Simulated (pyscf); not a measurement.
Single points on ωB97X-D3(BJ)/def2-SVP structures (PySCF, gas phase).

**Question.** Estimate by transition-state theory the rate constant of H₃C–CH•–Zn–OH + hydrogen (H₂) → H₃C–CH₂–Zn–OH + H atom (H•) (doublet surface; H–H broken, C–H formed) at 1200 K, with ωB97M-D3(BJ)/def2-TZVP energies (ideal gas, 1 atm, RRHO with modes under 100 cm⁻¹ raised to 100, one conformer, R ln 2 for chiral ones without a mode under 150 cm⁻¹; no tunnelling).

**Answer.** The electronic barrier is 14.0 kcal/mol and the thermal terms add +34.7, so ΔG‡ = 48.7 kcal/mol. With k_BT/h = 2.50e+13 s⁻¹ and RT = 2.385 kcal/mol, and a volume of 1.64e-19 cm³ per molecule at 1 atm, k = 5.6e-15 cm³ molecule⁻¹ s⁻¹. Wigner's tunnelling factor for 1394i cm⁻¹ would be 1.12. A shift of 1 kcal/mol in the barrier changes k by a factor 1.5. H₃C–CH•–Zn–OH lies 6.4 kcal/mol over its isomer [H₃C–CH₂–O–Zn]• (electronic energy, ωB97M-D3(BJ)/def2-TZVP). This is the saddle that the search found; another between the same sides may lie lower. The angle at the transferred H is 171°. Elements up to Kr have no core potential and no relativistic terms here.
